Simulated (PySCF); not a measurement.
## How the functional moves excitation energies

Species: C5H7Cl.
Atom-mapped SMILES: `[Cl:1][C@@H:2]1[CH2:3][C:4]12[CH2:5][CH2:6]2` (hydrogens: H7 on C2; H8, H9 on C3; H10, H11 on C5; H12, H13 on C6)

Linear-response calculations in the def2-SVPD basis (PySCF; singlets by full response, triplets Tamm–Dancoff, core orbitals frozen in the response; HF means time-dependent Hartree–Fock). 'Strongest' is the level of largest summed f among the singlets computed (10 roots, of which the last may lack a degenerate partner); it can jump between rows when another state enters that window. S1 is the lowest singlet of each run and needn't be the same state throughout; f(S1) is that of one state. Geometry: PBE0-D3(BJ)/def2-SVP; no solvent, vibrations or thermal averaging.

```
functional                               kind  S1 (eV)  f(S1)  strongest (eV)  T1 (eV)  HOMO (eV)  gap (eV)  ionisation energy, ΔSCF (eV)
       LDA                                LDA     6.28  0.007            7.28     5.80      -6.54      6.00                          9.51
       PBE                                GGA     6.28  0.007            7.27     5.74      -6.41      6.03                          9.34
     B3LYP  global hybrid, 20% exact exchange     6.64  0.006            7.91     6.07      -7.47      7.83                          9.65
      PBE0  global hybrid, 25% exact exchange     6.78  0.006            8.15     6.14      -7.70      8.33                          9.70
 BHandHLYP  global hybrid, 50% exact exchange     7.14  0.005            8.96     6.48      -8.87     10.16                          9.89
 CAM-B3LYP             range-separated hybrid     6.92  0.005            8.64     6.29      -9.06     10.50                          9.91
   wB97X-D             range-separated hybrid     6.97  0.005            8.68     6.36      -9.56     11.89                          9.85
   LC-wPBE             range-separated hybrid     7.21  0.003            9.22     6.48     -10.44     12.93                         10.17
        HF                       Hartree–Fock     7.83  0.005            9.93     7.02     -10.67     13.39                   not settled
```

S1 runs from 6.28 eV (PBE) to 7.83 eV (HF), a spread of 1.55 eV, while the orbital gap spreads over 7.4 eV. Along PBE (0%), B3LYP (20%), PBE0 (25%), BHandHLYP (50%), HF (100%) S1 rises with the share of exact exchange. −ε(HOMO) comes closest to its own ΔSCF ionisation energy with LC-wPBE (+0.28 eV) and misses most with LDA (-2.97 eV). 'Not settled' means that the ion's SCF failed to converge or may have ended in another state than the lowest.
